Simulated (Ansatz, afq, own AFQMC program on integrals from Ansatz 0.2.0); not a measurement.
Integrals from Ansatz 0.2.0, then the random walk in our own AFQMC program (afq).

```yaml
crystal:
  periodic: [false, false, false]
  atoms:
    - {symbol: B, position_ang: [0.000000, 0.073467, 0.710676]}
    - {symbol: C, position_ang: [0.000000, -0.111868, -0.523485]}
    - {symbol: H, position_ang: [0.000000, 0.545038, -1.384702]}
basis:
  gaussian: {orbitals: cc-pVTZ}
magnetization: {spin_polarized: false}
correlation: {method: ccsd_t, electrons: outside_noble_gas, hamiltonian_folder: ham}
```

```sh
$ ansatz run in.yaml --threads 1 --pin off --events-out ev --progress --plain --max-ram 24576MiB --backend cuda --devices 0, --max-vram 18GiB
```

Options of the walk:

```
--method free --trial cisd --walkers 3400 --time-step 0.03 --max-blocks 4000 --target-error 0.00034 --factor-cut 1e-05 --seed 6162 --times 0,0.3,0.6,1.2,1.8,2.4,3.6,4.8,6 --taylor-order 8
```

Times are imaginary, in 1/Eh. The walk had a cap of 121 s.

Output of the walk:

```
orbitals 72  electrons 4 4  factors 428 of 428
reference energy -62.85902013 Eh
CCSD correlation -0.27544401 Eh in 17 cycles, weight of the determinant in the CISD state 0.7986
repeat  energy at the last time / Eh  error
    10  -63.155455  0.001811
    20  -63.155877  0.001156
    30  -63.155977  0.000906
    40  -63.156233  0.000773
time / (1/Eh)  energy / Eh  error  mean overlap
  0.00  -63.134424  0.000113  1.2530
  0.30  -63.146917  0.000125  1.2513
  0.60  -63.151100  0.000111  1.2574
  1.20  -63.154196  0.000154  1.2666
  1.80  -63.155549  0.000188  1.2731
  2.40  -63.156094  0.000195  1.2836
  3.60  -63.156781  0.000336  1.3118
  4.80  -63.157308  0.000507  1.3373
  6.00  -63.156279  0.000720  1.3837
energy -63.156279 +/- 0.000720 Eh
```

The run passed its tests (error under three times the target), which doesn't prove that it has relaxed, ending at its cap on processor time.

Against this walk (error 19.6 meV) on the same determinant: CCSD(T) 15.7 meV higher (within the noise), CCSDT(Q) 87.4 meV lower. The error is statistical, and a free projection of finite length keeps a remainder of its start. None of these is a sure reference here. The last points scatter (meV from the last: 20 ± 5 at 1.80, 5 ± 5 at 2.40, -14 ± 9 at 3.60, -28 ± 14 at 4.80, 0 ± 20 at 6.00); the last is the one printed as the energy, and the gaps above move with that scatter.

Cautions: remainder of the start not in the error; error above the target (19.6 against 9.3 meV); higher spins were not checked; restricted determinant unstable towards unrestricted (UHF 2.26 eV lower, ⟨S²⟩ 1.10); strong correlation (T1 0.033, weight of the determinant 0.80, largest double 0.27); (T) is large, 8 % of the CCSD correlation; CCSDT(Q) on the UHF determinant differs (52 meV lower), perhaps since the unrestricted series falls towards higher spin.

The walk took 2 min on 1 × NVIDIA H100 80GB HBM3 with 2 threads of AMD EPYC 7R13 Processor (Zen 3) (shared host) (the card was shared). The log's last line is the free-projection energy.

CCSDT and higher add their correlation energy to the determinant of the CCSD(T) run, since their own runs factorise the integrals more tightly (a shift of under 2 meV). A walk keeps the symmetry of its determinant, which the program's search chose and which needn't be the lowest solution, so a lower state of the same spin and another symmetry isn't excluded.
